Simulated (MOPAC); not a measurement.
MOPAC input (PM7):

```
PM7 FORCE THERMO(298,298) PRECISE LET GEO-OK AUX(PRECISION=9) THREADS=1
HCl

Cl   -0.00000000 1   -0.00000000 1   -0.06667024 1
H    -0.00000000 1   -0.00000000 1    1.20621880 1
```

Q: Which zero-point energy does it print?

A: 4.17 kcal/mol, from the harmonic wavenumbers of PM7.
